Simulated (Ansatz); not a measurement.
# C4H6O: up Jacob's ladder to CCSD(T)

The task here is to estimate one member of a computed series from the others.

Method: functionals in def2-TZVPP, the program's frozen cores in correlated methods; program: Ansatz 0.2.0, Gaussian basis.

Levels to be run: LDA (SPW92), PBE-D4, revPBE-D4, BLYP-D4, r2SCAN-D4, B97M-V, PBE0-D4, B3LYP-D4, r2SCANh-D4, r2SCAN0-D4, HSE06-D4, BHLYP-D4, CAM-B3LYP-D4, LC-ωPBE, ωB97X-V, ωB97M-V, B2PLYP, PBE-QIDH; CCSD(T)/def2-SVP; CCSD(T)/def2-TZVPP; MP2/def2-QZVPP; extrapolation to the limit; RPA on PBE.

## The relaxed structure

All runs share one geometry, relaxed beforehand with PBE0-D4 in a triple-zeta def2 set.

SMILES `C=C/C=C/O`, 11 atoms, charge 0, spin multiplicity 1.

Atoms are counted from 1 here; the program's logs count them from 0.

Bond lengths: C1–C2 1.334 Å, C1–H6 1.085 Å, C1–H7 1.083 Å, C2–C3 1.442 Å, C2–H8 1.089 Å, C3–C4 1.334 Å, C3–H9 1.086 Å, C4–O5 1.353 Å, C4–H10 1.088 Å, O5–H11 0.959 Å. Angles: C2–C1–H6 121.4°, C2–C1–H7 121.4°, H6–C1–H7 117.2°, C1–C2–C3 125.0°, C1–C2–H8 118.7°, C3–C2–H8 116.2°, C2–C3–C4 122.3°, C2–C3–H9 118.8°, C4–C3–H9 118.9°, C3–C4–O5 122.2°, C3–C4–H10 121.3°, O5–C4–H10 116.5°, C4–O5–H11 109.7°.

Set-up of the first run:

Input file in.yaml:

```yaml
crystal:
  periodic: [false, false, false]
  atoms:
    - {symbol: C, position_ang: [-1.016844, 1.510673, 1.223760]}
    - {symbol: C, position_ang: [-0.641316, 0.327460, 0.735451]}
    - {symbol: C, position_ang: [0.313610, 0.136290, -0.328055]}
    - {symbol: C, position_ang: [0.650161, -1.074530, -0.774908]}
    - {symbol: O, position_ang: [1.546499, -1.251386, -1.772855]}
    - {symbol: H, position_ang: [-0.609661, 2.437870, 0.834156]}
    - {symbol: H, position_ang: [-1.740525, 1.586596, 2.025368]}
    - {symbol: H, position_ang: [-1.077514, -0.576008, 1.158682]}
    - {symbol: H, position_ang: [0.774615, 1.009626, -0.780603]}
    - {symbol: H, position_ang: [0.213008, -1.975942, -0.350385]}
    - {symbol: H, position_ang: [1.653369, -2.187749, -1.949812]}
basis:
  gaussian: {orbitals: def2-TZVPP}
hamiltonian: {xc: lda}
output: {orbitals: {seedname: orbitals}}
```

Run with:

```bash
$ ansatz run in.yaml --threads 4 --pin off --events-out ev --progress --plain --max-ram 10444MiB
```

Steps of the session up to this table: LDA; PBE-D4 (GGA); revPBE-D4 (GGA); BLYP-D4 (GGA); r2SCAN-D4 (meta-GGA); B97M-V (meta-GGA); B3LYP-D4 (hybrid); r2SCANh-D4 (hybrid); r2SCAN0-D4 (hybrid); HSE06-D4 (hybrid); BHLYP-D4 (hybrid); CAM-B3LYP-D4 (range-separated); LC-ωPBE (range-separated); ωB97X-V (range-separated); ωB97M-V (range-separated); B2PLYP (double hybrid); PBE-QIDH (double hybrid).

One of the session's tables, all rows but one given; the rest of the session is left out.

It belongs to the step «Frontier levels by functional». 

```
  functional  HOMO (eV)  gap (eV)
 LDA (SPW92)      -5.21      3.75
      PBE-D4      -5.00      3.79
   revPBE-D4      -4.93      3.80
     BLYP-D4      -4.85      3.77
   r2SCAN-D4      -5.16      4.11
      B97M-V      -5.16      4.20
     PBE0-D4          ?         ?
    B3LYP-D4      -5.83      5.31
  r2SCANh-D4      -5.55      4.83
  r2SCAN0-D4      -6.13      5.93
    HSE06-D4      -5.63      4.96
    BHLYP-D4      -6.90      7.67
CAM-B3LYP-D4      -7.26      8.04
     LC-ωPBE      -8.54     10.42
     ωB97X-V      -8.17     10.02
     ωB97M-V      -8.10      9.85
```

Estimate the missing values for PBE0-D4.

**Answer.** HOMO (eV): -6.02; gap (eV): 5.72. In the column «HOMO (eV)» it lies between r2SCAN0-D4 (-6.13) and B3LYP-D4 (-5.83).
